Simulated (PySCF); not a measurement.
## H₂CS: from structure and modes to constants

These are results of PBE in PySCF with C def2-TZVP, S def2-TZVP, H def2-TZVP; no relativity; density-fitted integrals, not measurements.

The singlet minimum has C2v symmetry. Masses (u): C 12.00000, S 31.97207, H 1.00782.

```xyz
4
charge 0 multiplicity 1, angstrom
C    -0.3832   -1.0270    0.0000
S     0.1809    0.4849    0.0000
H    -0.5881   -1.5763   -0.9291
H    -0.5881   -1.5763    0.9291
```

Harmonic wavenumbers (cm⁻¹): 970.7 (b2, ×1), 986.2 (b1, ×1), 1071.0 (a1, ×1), 1441.2 (a1, ×1), 2982.2 (a1, ×1), 3060.8 (b2, ×1).

(1) Find the principal moments of inertia and the rotational constants. What kind of rotor is it?

(2) Find the vibrational entropy and heat capacity at 298.15 K.

Answers

(1) About the centre of mass I = 1.74, 28.687, 30.427 u Å². With B = 16.8576/I this gives 9.688, 0.5876, 0.554 cm⁻¹. The molecule is an asymmetric top with κ = -0.99.

(2) With u = 1.43878 ω/T, each mode gives S = R[u/(eᵘ−1) − ln(1−e⁻ᵘ)] and C = R u² eᵘ/(eᵘ−1)².
```tsv
ω (cm⁻¹)	u	S (J/(mol K))	C (J/(mol K))
970.7	4.684	0.44	1.72
986.2	4.759	0.41	1.64
1071.0	5.168	0.29	1.28
1441.2	6.955	0.06	0.38
2982.2	14.391	0.00	0.00
3060.8	14.770	0.00	0.00
```
The sums over all modes are S = 1.2 and C = 5.0 J/(mol K); the softest mode gives 36 % of the entropy.

This need not be the most stable arrangement of these atoms.
